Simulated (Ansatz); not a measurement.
Input file:

```yaml
crystal:
  periodic: [false, false, false]
  atoms:
    - {symbol: P, position_ang: [0.000000, 0.000000, 0.059937]}
    - {symbol: H, position_ang: [0.000000, 1.025642, -0.920927]}
    - {symbol: H, position_ang: [0.000000, -1.025642, -0.920927]}
basis:
  gaussian: {orbitals: STO-3G}
magnetization: {spin_polarized: false, initial_magnetization: 1}
correlation: {method: ccsdt_q, electrons: outside_noble_gas}
```

```sh
$ ansatz run in.yaml --threads 1 --pin off --events-out ev --progress --plain --max-ram 4096MiB --backend cpu
```

The program prints:

```
163 factors; integrals over basis functions are off by at most 2.7e-8 eV
mean field evaluation 1: about -9198.1246 eV, gradient 3.0e0 eV
mean field evaluation 2: about -9198.1310 eV, gradient 3.0e0 eV
mean field evaluation 4: about -9198.1725 eV, gradient 1.4e-1 eV
mean field evaluation 8: about -9198.1726 eV, gradient 2.9e-6 eV
mean field -9198.17259676 eV, -338.0266081858 hartree, gradient 2.9e-6 eV, S^2 0.750000; 0 other end points of the search recorded, 0 dependent functions left out
mean field evaluation 16: about -9198.2136 eV, gradient 3.9e-1 eV
5 core orbitals not correlated: weight in the atoms' cores, before any rotation towards them, 1.000 or more for the frozen orbitals, at most 0.000 for the correlated occupied ones
reference -9198.17259676 eV, -338.0266081858 hartree; 4, 3 occupied and 2, 3 virtual orbitals, 163 factors
second order -0.77210090 eV of doubles, -0.02128251 eV of singles
cycle   1  -1.06133878 eV  change   -2.7e-1 eV  update   4.5e-2
cycle   2  -1.21728342 eV  change   -1.6e-1 eV  update   1.8e-2
cycle   3  -1.22286654 eV  change   -5.6e-3 eV  update   4.3e-3
cycle   4  -1.22496336 eV  change   -2.1e-3 eV  update   1.5e-3
cycle   5  -1.22431126 eV  change    6.5e-4 eV  update   4.4e-4
cycle   6  -1.22478784 eV  change   -4.8e-4 eV  update   1.0e-4
cycle   7  -1.22475028 eV  change    3.8e-5 eV  update   2.6e-5
cycle   8  -1.22475955 eV  change   -9.3e-6 eV  update   6.1e-6
cycle   9  -1.22475691 eV  change    2.6e-6 eV  update   2.0e-6
cycle  10  -1.22475780 eV  change   -8.8e-7 eV  update   3.8e-7
cycle  11  -1.22475760 eV  change    2.0e-7 eV  update   1.2e-7
perturbative correction 0.00003497 eV, 0.0000012852 hartree
Total energy: -9199.39731939 eV, -338.0716159122 hartree
```

For the same geometry and basis full CI lies 0.1 meV higher.

Ran on 1 thread of AMD EPYC 7R13, shared host: 3.3 s wall, 0.1 GiB peak host memory.
